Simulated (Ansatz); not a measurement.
**Ligand exchange: C2H6S + SiH3(SiH3) → C2H8Si + SiH3(SH)**

Species: C2H6S (ethanethiol) `CCS`, singlet; SiH3(SiH3) (disilane), singlet; C2H8Si `CC[SiH3]`, singlet; SiH3(SH) (sulfanylsilane), singlet. The partners trade SH for SiH3: C–SH and Si–SiH3 bonds give way to C–SiH3 and Si–SH.

Shapes, held fixed at every level: PBE0-D4/def2-TZVP. Flexible molecules stand in one conformer, not always the lowest. Programs: Ansatz 0.2.0. The zero-point and thermal change to 298 K, harmonic and unscaled (PBE0-D4/def2-TZVP), is +0.1 kJ/mol.

Problem. Estimate ΔH(298 K) of this reaction.

Solution. The highest level, CCSD(T)/CBS estimate, gives ΔH(298 K) = -90.6 kJ/mol; the levels span -95.0 to -77.6. The column of differences is taken from that level and isn't an error. No measured value is set beside it here. The CBS estimate extrapolates MP2 from def2-TZVPP and def2-QZVPP and adds CCSD(T) − MP2 in the triple-zeta set, cores frozen. Times are processor times on shared x86 and Arm servers, and rough.

```
               level                    kind  ΔH(298 K) (kJ/mol)  less CCSD(T)/CBS estimate  CPU time (sum over the molecules)
         HF/def2-SVP            Hartree–Fock               -95.0                       -4.4                                  –
    SPW92/def2-TZVPP                     LDA               -77.6                      +13.0                               11 s
 B3LYP-D4/def2-TZVPP           global hybrid               -87.3                       +3.3                               26 s
  PBE0-D4/def2-TZVPP           global hybrid               -83.0                       +7.6                               19 s
  wB97M-V/def2-TZVPP  range-separated hybrid               -94.8                       -4.2                               62 s
    CCSD(T)/def2-SVP   coupled cluster or CI               -82.4                       +8.2                               12 s
       CCSD/def2-SVP   coupled cluster or CI               -83.8                       +6.8                                  –
CCSD(T)/CBS estimate   coupled cluster or CI               -90.6                        0.0                            5.8 min
```
